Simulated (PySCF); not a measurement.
C2H4O2.

```xyz
8

C     -0.4020    -1.3655     0.0000
O      0.7319    -0.4839     0.0000
C      0.4370     0.8317     0.0000
O     -0.6760     1.3067     0.0000
H     -1.0304    -1.1993    -0.8982
H      0.0065    -2.3913     0.0000
H     -1.0304    -1.1993     0.8982
H      1.3963     1.4103     0.0000
```

The structure is a stationary point at PBE-D3(BJ)/def2-SVP. One conformer was computed; it need not be the lowest.

The numbers are results of HF/pcSseg-1 (PySCF), not measurements. Non-relativistic, no solvent.

Computed absolute GIAO shielding of each atom: isotropic value and principal components (ppm):
```json
[
 {"atom": "C1", "σ(iso)": "139.4", "σ11": "114.1", "σ22": "125.3", "σ33": "178.9", "span": "64.7"},
 {"atom": "O2", "σ(iso)": "170.0", "σ11": "-30.8", "σ22": "255.9", "σ33": "284.8", "span": "315.5"},
 {"atom": "C3", "σ(iso)": "17.8", "σ11": "-98.6", "σ22": "63.9", "σ33": "88.0", "span": "186.6"},
 {"atom": "O4", "σ(iso)": "-127.0", "σ11": "-430.5", "σ22": "-273.7", "σ33": "323.2", "span": "753.7"},
 {"atom": "H5", "σ(iso)": "27.7", "σ11": "24.4", "σ22": "25.7", "σ33": "33.1", "span": "8.7"},
 {"atom": "H6", "σ(iso)": "27.8", "σ11": "23.9", "σ22": "26.4", "σ33": "33.2", "span": "9.3"},
 {"atom": "H7", "σ(iso)": "27.7", "σ11": "24.4", "σ22": "25.7", "σ33": "33.1", "span": "8.7"},
 {"atom": "H8", "σ(iso)": "23.7", "σ11": "19.7", "σ22": "24.2", "σ33": "27.2", "span": "7.5"}
]
```
